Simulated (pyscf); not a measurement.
This saddle point was located with ωB97X-D3(BJ)/def2-SVP in PySCF.

```
Ga
H 1 1.5503
H 1 1.5517 2 134.60
H 1 1.6779 2 103.52 3 137.36
P 4 1.7419 1 99.27 2 104.65
H 5 1.4336 4 76.35 1 136.02
H 5 1.4336 6 90.73 4 133.18
H 1 1.6780 2 103.47 4 85.37
```
Charge 0, spin multiplicity 1.

Surface: singlet, charge 0. Lowest wavenumbers (cm⁻¹): 938i, 241, 311, 418, 543.

Q: Name the species on either side of this saddle.

A: PH₃ + GaH₃ <-> PH₃ + GaH₃, a four-centre exchange read from left to right: H–P, Ga–H broken and H–P, Ga–H formed. At CCSD(T)/def2-TZVPP + ΔMP2(QZVPP) it lies +33.4 kcal/mol from the left side and +33.4 kcal/mol from the right (each side as separated species at their lowest minima found). On the reactant side the descent ends in an adduct with a Ga–P contact (not fully relaxed), 8.3 kcal/mol under the separated species and 40.1 kcal/mol under the saddle at ωB97X-D3(BJ)/def2-TZVP. On the product side the descent ends in an adduct with a Ga–P contact (not fully relaxed), 8.9 kcal/mol under the separated species and 40.7 kcal/mol under the saddle at ωB97X-D3(BJ)/def2-TZVP. The same reactants have a lower exit, to H₂P–GaH₂ + H₂ (barrier +24.8 kcal/mol at ωB97M-D3(BJ)/def2-TZVP, against +34.9 kcal/mol here). One saddle was located; it need not be the lowest between these sides. The CCSD(T) − MP2 part came from Ansatz, without density fitting, on the same reference. The frozen core leaves the outer d or s,p core shells of the metals and heavy elements correlated in the MP2 and CC values, and def2-TZVPP describes them poorly, which can shift differences by a few kcal/mol. Elements up to Kr have no core potential and no relativistic terms here.
